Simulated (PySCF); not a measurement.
**SiH3F (SMILES [H][Si]([H])([H])F): B3LYP/STO-6G**

Aim: the energy change on altering one bond length of SiH3F at B3LYP/STO-6G, from 2 runs. The job is set up through a Python script.

The calculation is run with PySCF 2.14.0.

10 further runs of the same task are left out: 1 that didn't finish, 9 set aside as unsound or not needed.

**1. The structure to begin with**

SiH3F has 5 atoms, charge 0, and is taken as a singlet. As SMILES, `[H][Si]([H])([H])F`. Geometry: relaxed at GFN2-xTB.

Bond lengths: Si1–F2 1.606 Å, Si1–H3 1.454 Å, Si1–H4 1.454 Å, Si1–H5 1.454 Å. Angles: F2–Si1–H3 105.1°, F2–Si1–H4 105.2°, F2–Si1–H5 105.1°, H3–Si1–H4 113.4°, H3–Si1–H5 113.5°, H4–Si1–H5 113.4°.

**2. A single-point energy at B3LYP/STO-6G**

input.py reads:

```python
# SiFH3
from pyscf import gto, dft

mol = gto.Mole()
mol.atom = [
    ('Si', (-0.000700, 0.001210, -0.093590)),
    ('F', (0.010860, -0.019140, 1.511980)),
    ('H', (1.400270, 0.011030, -0.482220)),
    ('H', (-0.709280, 1.218920, -0.453380)),
    ('H', (-0.701150, -1.212020, -0.482790)),
]
mol.verbose = 4
mol.spin = 0
mol.max_memory = 1860
mol.basis = 'sto-6g'
mol.build()

ks = dft.RKS(mol, xc='b3lyp')
ks.grids.level = 5
ks.conv_tol = 1e-10
ks.kernel()
if not ks.converged:
    ks = ks.newton().run(ks.mo_coeff, ks.mo_occ)

energy = ks.e_tot
print('E = %.10f Eh' % energy)
```

On the command line:

```bash
$ OMP_NUM_THREADS=1 python input.py
```

What it wrote:

```text
PySCF version 2.14.0

[INPUT] num. atoms = 5
[INPUT] num. electrons = 26
[INPUT] charge = 0
[INPUT] spin (= nelec alpha-beta = 2S) = 0
[INPUT] symmetry False subgroup None
[INPUT] Mole.unit = angstrom
[INPUT] Symbol           X                Y                Z      unit          X                Y                Z       unit  Magmom
[INPUT]  1 Si    -0.000700000000   0.001210000000  -0.093590000000 AA   -0.001322808287   0.002286568611  -0.176859467998 Bohr   0.0
[INPUT]  2 F      0.010860000000  -0.019140000000   1.511980000000 AA    0.020522425713  -0.036169358024   2.857228105820 Bohr   0.0
[INPUT]  3 H      1.400270000000   0.011030000000  -0.482220000000 AA    2.646126800445   0.020843679154  -0.911263731788 Bohr   0.0
[INPUT]  4 H     -0.709280000000   1.218920000000  -0.453380000000 AA   -1.340344945632   2.303424967755  -0.856764030355 Bohr   0.0
[INPUT]  5 H     -0.701150000000  -1.212020000000  -0.482790000000 AA   -1.324981472239  -2.290385857495  -0.912340875679 Bohr   0.0

nuclear repulsion = 63.339569047753
number of shells = 11
number of NR pGTOs = 102
number of NR cGTOs = 17
basis = sto-6g
ecp = {}

******** <class 'pyscf.dft.rks.RKS'> ********
method = RKS
initial guess = minao
damping factor = 0
level_shift factor = 0
DIIS = <class 'pyscf.scf.diis.CDIIS'>
diis_start_cycle = 1
diis_space = 8
diis_damp = 0
SCF conv_tol = 1e-10
SCF conv_tol_grad = None
SCF max_cycles = 50
direct_scf = True
direct_scf_tol = 1e-13
XC library pyscf.dft.libxc version 7.0.0
    S. Lehtola, C. Steigemann, M. J.T. Oliveira, and M. A.L. Marques.,  SoftwareX 7, 1–5 (2018)
XC functionals = b3lyp
    P. J. Stephens, F. J. Devlin, C. F. Chabalowski, and M. J. Frisch.,  J. Phys. Chem. 98, 11623 (1994)
radial grids:
    Treutler-Ahlrichs [JCP 102, 346 (1995); DOI:10.1063/1.469408] (M4) radial grids

becke partition: Becke, JCP 88, 2547 (1988); DOI:10.1063/1.454033
pruning grids: <function nwchem_prune>
grids dens level: 5
symmetrized grids: False
atomic radii adjust function: <function treutler_atomic_radii_adjust>
small_rho_cutoff = 0
Set gradient conv threshold to 1e-05
Initial guess from minao.
tot grids = 158056
init E= -389.404918594477
  HOMO = -0.356326033334904  LUMO = 0.157657061049186  gap/eV = 13.98619
cycle= 1 E= -389.493311081707  delta_E= -0.0884  |g|= 0.394  |ddm|= 2.27
  HOMO = -0.0259985029294739  LUMO = 0.226970654890767  gap/eV = 6.88364
cycle= 2 E= -389.464184453065  delta_E= 0.0291  |g|= 0.559  |ddm|=  1.6
  HOMO = -0.1735751977286  LUMO = 0.262254667861665  gap/eV = 11.85953
cycle= 3 E= -389.567897492008  delta_E= -0.104  |g|= 0.0267  |ddm|= 0.848
  HOMO = -0.171816004947914  LUMO = 0.266932587692228  gap/eV = 11.93896
cycle= 4 E= -389.568136780953  delta_E= -0.000239  |g|= 0.00767  |ddm|= 0.0505
  HOMO = -0.176099853213312  LUMO = 0.266390860846167  gap/eV = 12.04079
cycle= 5 E= -389.568163004369  delta_E= -2.62e-05  |g|= 0.000202  |ddm|= 0.0159
  HOMO = -0.176069226204145  LUMO = 0.266462754925034  gap/eV = 12.04191
cycle= 6 E= -389.568163025547  delta_E= -2.12e-08  |g|= 3.54e-05  |ddm|= 0.000503
  HOMO = -0.176051277156173  LUMO = 0.266460030419191  gap/eV = 12.04135
cycle= 7 E= -389.568163026078  delta_E= -5.31e-10  |g|= 1.46e-06  |ddm|= 6.12e-05
  HOMO = -0.176050569331143  LUMO = 0.266460054740456  gap/eV = 12.04133
cycle= 8 E= -389.568163026079  delta_E= -5.12e-13  |g|= 5.32e-08  |ddm|= 2.72e-06
  HOMO = -0.176050615066529  LUMO = 0.266460046789988  gap/eV = 12.04133
Extra cycle  E= -389.568163026079  delta_E= -1.14e-13  |g|= 4.16e-08  |ddm|= 1.91e-07
converged SCF energy = -389.568163026079
E = -389.5681630261 Eh
```

It took 3 s on 1 thread of Arm Neoverse V1, shared host; peak memory 0.19 GiB.

**3. The distorted shape at the same level**

input.py reads:

```python
from pyscf import gto, dft

mol = gto.M(
    atom='''
Si     2.381244     4.129065     1.146996
F      2.403089     4.090609     4.181083
H      5.028693     4.147622     0.412591
H      1.042222     6.430203     0.467091
H     -1.324981    -2.290386    -0.912341
''',
    unit='bohr',
    max_memory=1860,
    verbose=3,
    charge=0,
    basis='sto-6g',
)

ks = dft.RKS(mol, xc='b3lyp')
ks.conv_tol = 1e-10
ks.grids.level = 5
ks.kernel()
if not ks.converged:
    ks = ks.newton().run(ks.mo_coeff, ks.mo_occ)

e_tot = ks.e_tot
print('E(%s) = %.9f' % ('B3LYP', e_tot))
```

On the command line:

```bash
$ OMP_NUM_THREADS=1 python input.py
```

What it wrote:

```text
SCF not converged.
SCF energy = -389.297214969647
converged SCF energy = -389.297214972289
E(B3LYP) = -389.297214972
```

It took 7.2 s on 1 thread of Arm Neoverse V1, shared host; peak memory 0.21 GiB.

**4. Outcome**

Level: B3LYP/STO-6G.

```
                                                          quantity          value
                                         first shape: total energy  -389.56816 Eh
                                        first shape: dipole moment         0.98 D
                                          first shape: HOMO energy       -4.79 eV
                                          first shape: LUMO energy        7.25 eV
                                        first shape: HOMO–LUMO gap       12.04 eV
                                     distorted shape: total energy  -389.29721 Eh
                                    distorted shape: dipole moment         2.13 D
                                      distorted shape: HOMO energy       -2.22 eV
                                      distorted shape: LUMO energy       -1.21 eV
                                    distorted shape: HOMO–LUMO gap        1.01 eV
energy change with the Si1–H5 bond stretched from 1.454 to 4.071 Å       7.373 eV
```

In words: One bond (distorted shape) is far stretched, which a spin-restricted single reference describes badly; a broken-symmetry solution may lie lower. With the Si1–H5 bond stretched from 1.454 to 4.071 Å the energy rises by 7.37 eV (170 kcal/mol). The first shape isn't relaxed at this level, so the change isn't measured from a minimum. A restricted reference can't describe the breaking bond well at this length. The minimal basis adds a large error of its own. Mulliken charges (first shape) run from -0.28 on F2 to +0.71 on Si1. Mulliken charges (distorted shape) run from -0.21 on F2 to +0.61 on Si1; they depend strongly on the basis.
